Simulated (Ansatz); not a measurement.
System: bcc Fe. Method: PBE-D4 in Ansatz (PAW).

Run with plane-wave cutoff 520 eV, 26×26×26 k mesh, Fermi–Dirac smearing 0.05 eV, spin-polarised with parallel moments, scalar-relativistic PAW data made under PBE.

Cell (relaxed at this level):

```xyz
1
Lattice="-1.4045 1.4045 1.4045 1.4045 -1.4045 1.4045 1.4045 1.4045 -1.4045" Properties=species:S:1:pos:R:3 pbc="T T T"
Fe     0.0000     0.0000     0.0000
```
Starting moments (μB, in the order of the record's atoms Fe): 2.5.

Task: Predict the bulk modulus, magnetic moment per atom (the cell's total over its atoms) and pressure derivative B′ of the bulk modulus.

Result: 
- bulk modulus = 212 GPa
- magnetic moment per atom (the cell's total over its atoms) = 2.13 μB
- pressure derivative B′ of the bulk modulus = 4.3

The run finds no gap.

Measured, for comparison: bulk modulus 174 GPa (corrected for temperature and zero-point phonon effects, our sources range from 170 to 175; as tabulated in Levämäki et al. (2014), arXiv:1402.3671). Computed (rounded) less measured: bulk modulus +22 % (+21 % to +25 % over the range).

Moments are spin moments.

The computed numbers hold no vibrational or temperature effects.

Computing time: about 4 core-minutes (a rough figure).

Ansatz is an electronic-structure program.
